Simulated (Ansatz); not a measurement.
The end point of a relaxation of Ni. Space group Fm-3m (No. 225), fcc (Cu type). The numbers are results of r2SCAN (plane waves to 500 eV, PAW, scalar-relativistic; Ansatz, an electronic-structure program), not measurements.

```cif
data_Ni
_chemical_formula_sum 'Ni1'
_space_group_name_H-M_alt 'P 1'
_space_group_IT_number 1
_cell_length_a 2.46058
_cell_length_b 2.46058
_cell_length_c 2.46058
_cell_angle_alpha 60.000
_cell_angle_beta 60.000
_cell_angle_gamma 60.000
loop_
_space_group_symop_operation_xyz
  'x, y, z'
loop_
_atom_site_label
_atom_site_type_symbol
_atom_site_fract_x
_atom_site_fract_y
_atom_site_fract_z
_atom_site_occupancy
Ni1 Ni 0.00000 0.00000 0.00000 1
```

What magnetic moment does r2SCAN give?

Net 0.74 μB/atom, ferromagnetic.

Spin state reached: ferromagnetic (net 0.74 μB/atom), from parallel starting moments; other spin orders were not run from this start. r2SCAN tends to overstate moments in metals.

Measured for Ni: a 3.508 Å (static lattice; corrected from measurement; as listed in Daniel Mejia-Rodriguez, S. B. Trickey, Phys. Rev. B (2018)). Computed minus measured — a: r2SCAN -0.8 %. The computed values are for a static lattice.

The run could not lose the symmetry of its start.

It was reached from a disturbed copy of a Pm-3m (No. 221) cell (simple cubic type), against which it lies -0.79 eV/atom.
